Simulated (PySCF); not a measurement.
Gas-phase reaction: 2 SiHCl2 + 2 SiH4 → 2 SiH2Cl2 + Si2H6

Method: PySCF energies plus ideal-gas RRHO corrections (1 bar). † marks an energy on the PBE0/def2-TZVP geometry and frequencies; other levels use their own. 6-31G* has spherical d functions here. Open shells (unrestricted): SiHCl2 (multiplicity 2); the rest are closed-shell singlets. B3LYP is the form with VWN-RPA correlation. SiHCl2: computed as isolated molecules; such fragments, hydroxides, amides, oligomers or adducts are transient or little studied in the gas.

HF/def2-TZVP† gives ΔH°(298 K) = -238 kJ.

**Question.** What do B3LYP/6-31G*, PBE0/def2-QZVP†, PBE0/def2-TZVP give?

**Answer.** B3LYP/6-31G*: -284 kJ; PBE0/def2-QZVP†: -299 kJ; PBE0/def2-TZVP: -300 kJ. For scale, ΔH°(298 K) is -238 kJ at this level, -322 kJ at ωB97M-V/def2-TZVP†, and runs from -331 to -238 kJ over the 19 levels computed.
